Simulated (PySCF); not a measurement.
From one molecule to another.

First species: C6H5F2N3.
SMILES: `N#CC1=CN(CC(F)F)N=C1`

Second species: cyclopentadienone, C5H4O.
SMILES: `O=C1C=CC=C1`

Levels: PBE0/pcSseg-1 for dipole moment, HOMO energy, LUMO energy and HOMO–LUMO gap; GFN2-xTB for rotational constant A and rotational constant C. Geometries: GFN2-xTB. All species are isolated and taken at one optimised geometry, non-relativistic unless stated; the electronic structure was computed with PySCF and density fitting.

Dipoles, sizes and rotational constants follow the conformer. The torsions of the flexible species, by atom-mapped SMILES:
- `[N:1]#[C:2][c:3]1[cH:4][n:5][n:6]([CH2:7][CH:8]([F:9])[F:10])[cH:11]1`: N5–N6–C7–C8 -87°, N6–C7–C8–F9 -68°

Values for the first species:

```
Dipole moment         : 4.05 D
HOMO energy           : -7.92 eV
LUMO energy           : -0.96 eV
HOMO–LUMO gap         : 6.96 eV
Rotational constant A : 3.065 GHz
Rotational constant C : 0.486 GHz
```

(1) Estimate the same properties for the second species, and the change in each.

## Answers

(1) 
```csv
property,first,second,second less first
dipole moment,4.05 D,3.14 D,-0.91 D
HOMO energy,-7.92 eV,-7.22 eV,+0.70 eV
LUMO energy,-0.96 eV,-2.99 eV,-2.03 eV
HOMO–LUMO gap,6.96 eV,4.23 eV,-2.73 eV
rotational constant A,3.065 GHz,8.397 GHz,+5.332 GHz
rotational constant C,0.486 GHz,2.689 GHz,+2.203 GHz
```

On the first: The dipole matches unit charges of opposite sign 0.84 Å apart (1 e·Å = 4.8032 D).

On the second: The dipole equals about 10.5 × 10⁻³⁰ C·m (1 D = 3.33564 × 10⁻³⁰ C·m). A dipole of 3.14 D is allowed in C2v, and pure rotational transitions are dipole-allowed.
